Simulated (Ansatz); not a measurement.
Geometry optimisation, Ansatz 0.2.0, RKS PBE/def2-TZVP.

The input (input.yaml):

```yaml
crystal:
  periodic: [false, false, false]
  atoms:
    - { symbol: C, position_ang: [-0.6779, 0.4529, -0.2995] }
    - { symbol: Si, position_ang: [1.0462, 0.0809, -0.5784] }
    - { symbol: O, position_ang: [1.5327, -1.2015, 0.3228] }
    - { symbol: H, position_ang: [-1.2992, -0.3359, -0.5722] }
    - { symbol: H, position_ang: [-1.029, 1.342, -0.9454] }
    - { symbol: H, position_ang: [-0.9206, 0.7742, 0.7324] }
    - { symbol: H, position_ang: [1.4092, -1.1806, 1.2947] }
basis:
  gaussian: { orbitals: def2-TZVP }
hamiltonian:
  xc: pbe
relax:
  f_tol: 0.02
  max_steps: 50
```

Launched with:

```bash
$ ansatz run input.yaml --threads 2 --pin off --max-ram 3072MiB --backend cpu --events-out ev --progress --plain --runs-dir out
```

Q: Where does it end, and by what steps?

A: The run converged. After 7 steps the energy has fallen by 0.612 eV; H7 moved furthest, 0.51 Å.

| step | energy less start (eV) | largest force component (eV/Å) | accepted |
| --- | --- | --- | --- |
| 0 | 0.0000 | 3.359 | yes |
| 1 | -0.3887 | 2.027 | yes |
| 2 | -0.5061 | 1.805 | yes |
| 3 | -0.5895 | 0.898 | yes |
| 4 | -0.5969 | 0.235 | yes |
| 5 | -0.6102 | 0.114 | yes |
| 6 | -0.6114 | 0.065 | yes |
| 7 | -0.6116 | 0.009 | yes |

```xyz
7
Properties=species:S:1:pos:R:3
C -0.634 0.468 -0.282
Si 1.193 0.108 -0.755
O 1.611 -0.994 0.437
H -1.238 -0.448 -0.411
H -1.081 1.254 -0.908
H -0.725 0.777 0.775
H 0.936 -1.233 1.098
```

Whether the end is a true minimum wasn't checked by a vibrational analysis.

Time of the run: 14 s on 2 threads of Arm Neoverse V1, on a shared host, peak memory 0.18 GiB.
